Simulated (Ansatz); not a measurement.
**Eu (bcc type): a single-point run**

Wanted: a converged single-point run for Eu (bcc type), and a check of what comes out.

Computed with Ansatz 0.2.0 (DFT, PBE, PAW with Ansatz's default frozen-core files, scalar-relativistic (as first typed), unless a step's input says otherwise).

1 further run of the same task is left out (it didn't finish).

### 1 The system as given

It takes space group Im-3m (No. 229, cubic). The conventional cell has a = 4.384 Å, b = 4.384 Å, c = 4.384 Å, α = 90.00°, β = 90.00°, γ = 90.00°. Eu (site symmetry m-3m) has 8 Eu at 3.80 Å as nearest neighbours.

Structure file:

```xyz
1
Lattice="-2.1921 2.1921 2.1921 2.1921 -2.1921 2.1921 2.1921 2.1921 -2.1921" Properties=species:S:1:pos:R:3 pbc="T T T"
Eu    0.0000    0.0000    0.0000
```

### 2 Running it

File input.yaml:

```yaml
crystal:
  lattice:
    - [-2.1920587954, 2.1920587954, 2.1920587954]
    - [2.1920587954, -2.1920587954, 2.1920587954]
    - [2.1920587954, 2.1920587954, -2.1920587954]
  atoms:
    - { symbol: Eu, position: [0.0, 0.0, 0.0], spin: 7.0 }
magnetization:
  spin_polarized: true
kpoints:
  mp_grid: { grid: [14, 14, 14] }
  band_path:
    path:
      - [0.0, 0.0, 0.0]
      - [0.5, -0.5, 0.5]
      - [0.0, 0.0, 0.5]
      - [0.0, 0.0, 0.0]
      - [0.25, 0.25, 0.25]
      - [0.5, -0.5, 0.5]
      - [0.25, 0.25, 0.25]
      - [0.0, 0.0, 0.5]
    npoints: 14
scf:
  occupations: { method: fermi_dirac, width: 0.05 }
  mixing: { algorithm: broyden, beta: 1.0, ndim: 1, preconditioner: none }
  max_iter: 75
hamiltonian:
  xc: pbe
  pseudopotentials: { kind: paw }
output:
  forces: true
  stress: true
  eigenvalues: true
  efg: { contact_densities: true }
  populations: true
```

Command:

```
ansatz run input.yaml --threads 1 --pin off --max-ram 3072MiB --backend cpu --events-out ev --progress --plain --runs-dir out
```

What happens when this is run?

The run converged and reported no error, with warnings (gradients without spin orbit, stability check not made). Convergence says nothing about whether the input makes sense.

In the input, scf.mixing.algorithm is broyden; scf.mixing.beta is 1.0; scf.mixing.ndim is 1; scf.mixing.preconditioner is none. What could go wrong: mixing too aggressive. Here it converged all the same; such a setting changes the road, not the converged state. Several mixing settings were changed at once, so this run can't tell how much each is to blame.

The test: delete scf.mixing.algorithm, scf.mixing.beta, scf.mixing.ndim and scf.mixing.preconditioner (the default then holds).
